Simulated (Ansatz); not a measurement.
Two structures of CH$_{6}$FSi, doublet, reached by relaxing down either side of one saddle point (PBE0-D4/def2-TZVP). Energies are electronic, without zero-point energy. Ansatz 0.2.0; basis: def2-TZVPP and def2-QZVPP; cores frozen in the correlated methods; orbitals are unrestricted. Extrapolation: Hartree–Fock as exp(−7.88 √X), correlation as X^−2.97. First:

```
9
angstrom
F -1.0724 -0.3900 1.4513
Si 0.5271 -0.4648 1.4031
C -0.6014 0.5782 -1.7551
H 0.9937 -0.9062 2.7399
H 1.0578 0.8825 1.0926
H 0.9272 -1.4469 0.3694
H -0.1305 1.5482 -1.8228
H -0.2447 -0.2370 -2.3679
H -1.4566 0.4361 -1.1105
```

Second:

```tsv
atom	x (Å)	y (Å)	z (Å)
F1	-1.4808	0.2127	-0.2944
Si2	0.7148	-0.6418	1.8923
C3	-0.7950	0.4957	-1.4567
H4	1.7286	-1.0336	2.9094
H5	0.8815	0.7858	1.5151
H6	0.8076	-1.5246	0.7004
H7	0.0432	1.1556	-1.2227
H8	-0.4256	-0.4373	-1.8872
H9	-1.4741	0.9877	-2.1561
```

(1) Which bonds change from the first to the second?

(2) Give the saddle point's structure and its height above each. (Judge from chemistry; the value comes from the calculation.)

T1 diagnostic: at most 0.025. ⟨S²⟩ of the unrestricted Hartree–Fock references: 0.75 to 0.78 (a pure state has 0.75).

Results:

(1) SiH₃F ([F][SiH3]) + CH₃ → CH₃F ([CH3][F]) + SiH₃; bonds formed: F1–C3; bonds broken: F1–Si2.

(2) The calculation gives: 270.2 kJ/mol above the first and 105.4 kJ/mol above the second (CCSD(T) at an estimated basis limit (MP2 extrapolated from triple and quadruple zeta, plus CCSD(T) − MP2 in triple zeta)).
F1  (-0.507, 0.008, 0.005)
Si2  (0.690, -0.509, 1.509)
C3  (-0.842, 0.517, -1.530)
H4  (0.401, -0.981, 2.898)
H5  (1.473, 0.749, 1.578)
H6  (1.460, -1.556, 0.793)
H7  (-0.163, 1.350, -1.663)
H8  (-0.623, -0.358, -2.127)
H9  (-1.889, 0.781, -1.464)
(Å)

Radical steps of this kind take place in plasma deposition and etching.

Labels in which every atom is bracketed show which atoms are joined, not bond orders.

For scale, one of the runs: CCSD(T)/def2-TZVPP, 188 basis functions, launched by `ansatz run in.yaml --threads 4 --pin off --events-out ev --progress --plain --max-ram 9574MiB`. Hardware: 4 CPU threads of an Intel Xeon, shared host. Wall time 120 s; peak host memory 5 GiB.
